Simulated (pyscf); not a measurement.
Single points on ωB97X-D3(BJ)/def2-SVP structures (PySCF, gas phase). MP2 and CC: frozen core, UHF for open shells. ΔMP2 is the change of the MP2 total energy from the triple- to the quadruple-zeta basis.

`[O]=[Ge]([OH])[Cl]` → `[O]=[Ge]=[O]` + `[ClH]`
Surface: singlet. Broken: Cl–Ge, H–O. Formed: Cl–H. Give ΔE‡ and ΔE from CCSD(T)/def2-TZVPP + ΔMP2(QZVPP), relative to the reactant's lowest minimum found.

ΔE‡ = 52.0 kcal/mol, ΔE = +53.8 kcal/mol. Zero-point energy shifts the barrier by -3.1 kcal/mol. It is an elimination, with an imaginary mode of 376i cm⁻¹. On the product side the descent ends in a bound adduct, 8.0 kcal/mol under the separated species and 2.0 kcal/mol under the saddle at ωB97X-D3(BJ)/def2-TZVP. At CCSD(T) the saddle lies under the separated products, which points to a path from their complex (located at ωB97X-D3(BJ) alone), and parting the products costs more than the saddle. At ωB97X-D3(BJ) the barrier from the zero used here is 54.2 kcal/mol. One saddle was located; it need not be the lowest between these sides. The CCSD(T) − MP2 part came from Ansatz, without density fitting, on the same reference. The frozen core leaves the outer d or s,p core shells of the metals and heavy elements correlated in the MP2 and CC values, and def2-TZVPP describes them poorly, which can shift differences by a few kcal/mol. Elements up to Kr have no core potential and no relativistic terms here.
